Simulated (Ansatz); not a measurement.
Process, species as SMILES: ClC (CH3-Cl) → CH3Cl+ (doublet, bonded as CCl) + e-
B3LYP-D3(BJ)/def2-TZVP geometries, fixed; electronic energies without zero-point terms.
Largest species:
```xyz
5

C      0.0082     0.0133    -1.1337
Cl    -0.0048    -0.0077     0.6605
H      0.0175     1.0478    -1.4634
H      0.8997    -0.5040    -1.4752
H     -0.8852    -0.4920    -1.4879
```

Basis-set convergence of the adiabatic ionisation energy at B3LYP with Ansatz (a program for electronic structure). Cartesian d functions, on some or all atoms, in 6-311G**; all else is spherical. The program fits the integrals of some runs and decomposes those of others, by size. Open shells are unrestricted. No added dispersion term, no relativity. Functions are those of the species that has most. Reference: the value in pcseg-4, 11.198 eV, itself unsure by roughly 0.002 eV (its mean distance from aug-pcseg-3, aug-cc-pV(Q+d)Z, cc-pV(5+d)Z). Deviations are taken from unrounded values.

```json
[
 {"basis": "6-31G", "functions": "28", "adiabatic ionisation energy (eV)": "11.397", "minus reference (eV)": "0.198"},
 {"basis": "def2-SV(P)", "functions": "38", "adiabatic ionisation energy (eV)": "11.119", "minus reference (eV)": "-0.080"},
 {"basis": "def2-SVP", "functions": "47", "adiabatic ionisation energy (eV)": "11.098", "minus reference (eV)": "-0.100"},
 {"basis": "pcseg-1", "functions": "47", "adiabatic ionisation energy (eV)": "11.302", "minus reference (eV)": "0.103"},
 {"basis": "6-311G**", "functions": "63", "adiabatic ionisation energy (eV)": "11.302", "minus reference (eV)": "0.104"},
 {"basis": "def2-TZVP", "functions": "86", "adiabatic ionisation energy (eV)": "11.182", "minus reference (eV)": "-0.016"},
 {"basis": "def2-TZVPP", "functions": "115", "adiabatic ionisation energy (eV)": "11.182", "minus reference (eV)": "-0.017"},
 {"basis": "pcseg-3", "functions": "223", "adiabatic ionisation energy (eV)": "11.200", "minus reference (eV)": "0.001"},
 {"basis": "cc-pV(5+d)Z", "functions": "356", "adiabatic ionisation energy (eV)": "11.196", "minus reference (eV)": "-0.002"}
]
```

The smallest set listed that lies within 0.05 eV of the reference with all its larger relatives (same family, alike in diffuse functions; a set with none counts only in the reference's own line) is def2-TZVP (86 functions, -0.016 eV off). Inside, with no larger relative to test it: cc-pV(5+d)Z. (Relatives not listed, tested too: def2-QZVP -0.002, def2-QZVPP -0.002, pcseg-4 0.000 eV.)
